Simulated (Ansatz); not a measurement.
SiC (zinc blende): values from a third-order Birch-Murnaghan fit to a volume scan beside measured ones. Computed values: PBE (plane waves to 420 eV, PAW, scalar-relativistic; Ansatz, a quantum-chemistry and plane-wave program). SiC was relaxed with its symmetry unable to fall. The PAW data are Ansatz's earlier set.

| quantity | reference | kind |
|---|---|---|
| Lattice constant a (Å) | 4.346 | measured, corrected to the static lattice |
| Bulk modulus B₀ (GPa) | 229.1 | measured, corrected to the static lattice |

References as given in: Daniel Mejia-Rodriguez, S. B. Trickey, Physical Review B (2018), arXiv:1807.09216.

Problem. Estimate the PBE values and the sign and size of each difference.

Solution. 
```json
[
 {"quantity": "Lattice constant a (Å)", "PBE": "4.380", "difference": "+0.8 %"},
 {"quantity": "Bulk modulus B₀ (GPa)", "PBE": "213", "difference": "-7.1 %"}
]
```

PBE overestimates the lattice constant a by 0.8 %. PBE underestimates the bulk modulus B₀ by 7.1 %.

(A scan under strain: stresses follow from slopes of the energy per volume, elastic moduli from its curvatures.)
